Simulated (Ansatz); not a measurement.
# NHO+ (quartet): wave-function methods side by side, def2-QZVPP

The task here is to estimate one member of a computed series from the others.

Computed with Ansatz 0.2.0, Gaussian basis. Level: def2-QZVPP, core rule «outside noble gas», up to 2 orbitals frozen.

The runs, in order: UHF; ROHF; CCSD(T) on UHF.

2 further runs of the same task are left out: 2 set aside as unsound or not needed.

### The system

The geometry is a PBE0/def2-TZVP stationary point (not a proven minimum) of the parent state, kept for this charge and spin.

3 atoms, charge 1, spin multiplicity 4.

Atoms are counted from 1 here; the program's logs count them from 0.

Bond lengths: N1–O2 1.213 Å, N1–H3 1.028 Å. Angles: O2–N1–H3 120.0°.

Set-up of the first run:

The input, in.yaml:

```yaml
crystal:
  periodic: [false, false, false]
  atoms:
    - {symbol: N, position_ang: [0.000000, -0.123149, 0.597204]}
    - {symbol: O, position_ang: [0.000000, 0.065186, -0.601149]}
    - {symbol: H, position_ang: [0.000000, 0.676603, 1.243294]}
basis:
  gaussian: {orbitals: "def2-QZVPP.json"}
total_charge: 1
magnetization: {spin_polarized: true, initial_magnetization: 3}
hamiltonian: {xc: hf}
output: {orbitals: {seedname: orbitals}}
```

Run with:

```bash
> ansatz run in.yaml --threads 1 --pin off --events-out ev --progress --plain --max-ram 2393MiB
```

Among the steps run: UHF; ROHF; CCSD(T) on UHF.

One of the session's tables, all rows but one given; the rest of the session is left out.

```
  method  from UCCSD(T) (kcal/mol)
    ROHF                   +240.12
     UHF                         ?
    UMP2                    +22.13
   UCCSD                     +7.51
UCCSD(T)                         0
```

Estimate the missing values for UHF.

**Answer.** from UCCSD(T) (kcal/mol): +231.74. In the column «from UCCSD(T) (kcal/mol)» it lies between UMP2 (+22.13) and ROHF (+240.12).
